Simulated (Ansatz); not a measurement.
Two structures of CH₇Si, doublet, reached by relaxing down either side of one saddle point (PBE0-D4/def2-TZVP). Energies are electronic, without zero-point energy. Ansatz 0.2.0; basis: def2-TZVPP and def2-QZVPP; cores frozen in the correlated methods; orbitals are unrestricted. Extrapolation: Hartree–Fock as exp(−7.88 √X), correlation as X^−2.97. First:

```xyz
9
angstrom
H -0.4408 -0.2061 0.9201
C -0.8936 -0.4201 1.8887
Si 0.9740 0.4599 -2.0627
H -1.0333 0.5109 2.4377
H -1.8594 -0.9024 1.7395
H -0.2405 -1.0823 2.4565
H 1.5096 1.8449 -2.0108
H 2.0617 -0.5318 -2.2651
H -0.0777 0.3270 -3.1038
```

Second:

```
9
angstrom
H 0.2088 0.0877 -0.4350
C -1.0376 -0.4839 2.1926
Si 0.8287 0.3864 -1.7511
H -1.0225 0.5701 2.4284
H -1.8921 -0.9127 1.6900
H -0.1955 -1.1078 2.4538
H 1.3731 1.7682 -1.7436
H 1.9303 -0.5746 -2.0130
H -0.1932 0.2665 -2.8222
```

Task: Which bonds change from the first to the second?

Result: SiH₃ + CH₄ → SiH₄ + CH₃; bonds formed: H1–Si3; bonds broken: H1–C2.

Task: Give the saddle point's structure and its height above each. (Judge from chemistry; the value comes from the calculation.)

Result: The calculation gives: 1.062 eV above the first and 0.384 eV above the second (CCSD(T) at an estimated basis limit (MP2 extrapolated from triple and quadruple zeta, plus CCSD(T) − MP2 in triple zeta)).
```csv
atom,x (Å),y (Å),z (Å)
H1,-0.0385,-0.0197,0.0778
C2,-0.7196,-0.3368,1.5221
Si3,0.6327,0.2958,-1.3385
H4,-0.7908,0.6649,1.9284
H5,-1.6443,-0.8020,1.2027
H6,0.0320,-0.9873,1.9529
H7,1.1833,1.6777,-1.3333
H8,1.7334,-0.6704,-1.5981
H9,-0.3882,0.1780,-2.4139
```

No T1 diagnostic of these runs exceeds 0.016. ⟨S²⟩ of the unrestricted Hartree–Fock references: 0.76 to 0.78 (a pure state has 0.75). The start structure is not quite a true minimum (one mode of 37i cm⁻¹).

Radical steps of this kind take place in plasma deposition and etching.

For scale, one of the runs: CCSD(T)/def2-TZVPP, 171 basis functions, launched by `ansatz run in.yaml --threads 2 --pin off --events-out ev --progress --plain --max-ram 4352MiB`. Time: 76 s of wall clock on 2 CPU threads of an Intel Xeon Platinum 8259CL; the host was shared. Peak host memory: 3.4 GiB.
